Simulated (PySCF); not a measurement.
Published values to compare with (the computed states carry no symmetry labels, so the two lists aren't matched line by line):

| state | E (eV) | f | kind of transition | source |
| --- | --- | --- | --- | --- |
| A 1Σu+ | 1.82 |  | Te (adiabatic, minimum to minimum, no zero-point energy) | [1] |
| B 1Πu | 2.52 |  | Te (adiabatic, minimum to minimum, no zero-point energy) | [1] |
| C 1Πu | 3.64 |  | Te (adiabatic, minimum to minimum, no zero-point energy) | [1] |
| D 1Πu | 4.15 |  | Te (adiabatic, minimum to minimum, no zero-point energy) | [1] |

[1] measured, gas; Huber, Herzberg, Constants of Diatomic Molecules, NIST Chemistry WebBook

Sodium diatomic, Na2.
Z-matrix (Å and degrees, PBE0-D3(BJ)/def2-TZVP geometry), rows numbered from 1:
```
Na
Na  1  3.0994
```

Theory: TDDFT CAM-B3LYP/aug-cc-pVTZ, vertical, gas phase, core orbitals frozen in the response in PySCF 2.14.0, density-fitted response routines. Isolated species at its PBE0-D3(BJ)/def2-TZVP geometry, gas phase.

Computed singlets: 2.11 eV (f 0.634); 2.65 eV (f 1.099 summed over 2 states); 3.02 eV (f 0.000); 3.23 eV (f 0.000 summed over 2 states); 3.30 eV (f 0.000); 3.54 eV (f 0.019); 3.69 eV (f 0.000 summed over 2 states). Computed triplets (Tamm–Dancoff): 0.95, 1.78, 1.78 eV.

Adiabatic (Te) and 0-0 energies refer to the relaxed excited state and aren't the vertical quantity computed here.

Hardware: one thread of an Arm Neoverse N1, on a shared host. Cost: 3.4 s of wall time, 0.33 GiB resident at most.
